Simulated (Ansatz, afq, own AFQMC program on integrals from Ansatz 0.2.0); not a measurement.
## SiNH4, doublet in cc-pVTZ, levels against AFQMC with the constraint released

```xyz
6

N    -1.7683    0.0200   -0.0192
H    -2.0656    0.9878   -0.0192
H    -2.0656   -0.3823    0.8610
H    -0.6643    0.0200   -0.0192
Si    1.0037    0.0200   -0.0192
H     1.4002   -1.4595   -0.0192
```

Connectivity, by distances: NH2 ··· SiH, 1 bridging H.

Basis cc-pVTZ. Only valence electrons are correlated. AFQMC by an in-house program on the Cholesky factors that Ansatz 0.2.0 writes for its CCSD(T) run. The CISD trial takes its coefficients from CCSD amplitudes. Released means that phaseless walkers are propagated on without the constraint, phases kept. Error bars are statistical, one sigma.

Determinant: UHF, the one that the program's search chose, which needn't be the lowest solution. The geometry is a point of a scan.

No full CI on the walks' own integrals is used here. The released AFQMC energy serves as the reference, which it does only where one determinant dominates, the energy is flat over the last release times and near the phaseless one (40 meV or 2 meV an electron, half that with transition metals). On small molecules, where full CI could be run and the noise was under 10 meV, such values lay within 10 meV of it in 19 cases of 20, a flattering rate, since the rule was set on those same cases; what remains of the bias isn't in the error bar.

Cautions: unrestricted determinant slightly spin contaminated (⟨S²⟩ 0.80 against 0.75); the released value is read at 2.40 1/Eh with a noise of 11 meV, more than in the cases checked (meV from the phaseless value at times in 1/Eh: -3 ± 10 at 0.24, -7 ± 4 at 0.51, -22 ± 7 at 0.99, -31 ± 10 at 1.62, -17 ± 11 at 2.40).

- T1 diagnostic: 0.0263
- weight of the determinant in the CISD state: 0.842
- ⟨S²⟩ of the determinant: 0.801
- size of the correlated space: 13 electrons in 114 orbitals

```json
{"level": "MP2", "correlation energy (eV)": "-9.0057"}
{"level": "CCSD", "correlation energy (eV)": "-9.9351"}
{"level": "CCSD(T)", "correlation energy (eV)": "-10.3143"}
```

(1) Estimate where AFQMC with the constraint released lies against CCSD(T) on the same integrals.

(1) 1.08 ± 0.26 kcal/mol below CCSD(T).

Reference: AFQMC with the constraint released, correlation energy -10.361 ± 0.011 eV.

```
        level  E − E(reference) (kcal/mol)  share of correlation (%)
      CCSD(T)                  1.08 ± 0.26                     99.55
ph-AFQMC/CISD                  0.38 ± 0.35                     99.84
```

Released energies are given only where the last usable release times agree within the noise; a slower fall can still hide under it.
